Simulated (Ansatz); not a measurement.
## Worked example: H₂Ga–AsH₂, triplet against H2Ga–AsH2, singlet

Geometry (PBE0/def2-TZVP stationary point of a singlet), kept for both states (H2Ga–AsH2, singlet: A'; H2Ga–AsH2, triplet: A'):

```yaml
atoms:
  - { symbol: Ga, position_ang: [0.0215, 0.0000, 1.2397] }
  - { symbol: As, position_ang: [-0.0461, 0.0000, -1.1734] }
  - { symbol: H, position_ang: [-0.0154, 1.3668, 2.0118] }
  - { symbol: H, position_ang: [-0.0154, -1.3668, 2.0118] }
  - { symbol: H, position_ang: [0.9876, 1.1100, -1.2806] }
  - { symbol: H, position_ang: [0.9876, -1.1100, -1.2806] }
```

Basis cc-pVTZ; Ansatz 0.2.0. Correlated methods freeze the noble-gas cores and the filled d shells of p-block atoms. Prefix R: restricted or restricted open-shell reference; prefix U: unrestricted. No spin–orbit coupling is included, and no scalar relativity.

Full CI isn't at hand for all of this; UCCSDT(Q) serves as the reference, and is uncertain by the last step of the cluster series or more.

```tsv
level	E(H2Ga–AsH2, singlet) (hartree)	E(H2Ga–AsH2, triplet) (hartree)
UHF	-4159.850513	-4159.720681
UMP2	-4160.077078	-4159.929136
UCCSD(T)	-4160.123986	-4159.980302
PBE	-4162.560905	-4162.428111
B3LYP	-4163.301311	-4163.162223
UCCSDT(Q)	-4160.125504	-4159.982310
```

**Question.** Give the vertical gap, H2Ga–AsH2 triplet less H2Ga–AsH2 singlet, at each level in eV (1 hartree = 27.2114 eV), and each error against UCCSDT(Q).

**Answer.** UCCSDT(Q): (-4159.982310 − (-4160.125504)) × 27.2114 = 3.897 eV (the reference)
B3LYP: (-4163.162223 − (-4163.301311)) × 27.2114 = 3.785 eV, error -0.112 eV
PBE: (-4162.428111 − (-4162.560905)) × 27.2114 = 3.614 eV, error -0.283 eV
UCCSD(T): (-4159.980302 − (-4160.123986)) × 27.2114 = 3.910 eV, error 0.013 eV
UMP2: (-4159.929136 − (-4160.077078)) × 27.2114 = 4.026 eV, error 0.129 eV
UHF: (-4159.720681 − (-4159.850513)) × 27.2114 = 3.533 eV, error -0.364 eV

Total energies of functionals can't be set beside those of wave-function methods, since they hold the core's correlation and their own absolute errors; only the differences compare.

Each level lands on the state that its own search finds. T1 diagnostics of restricted CCSD: 0.013 and 0.034.
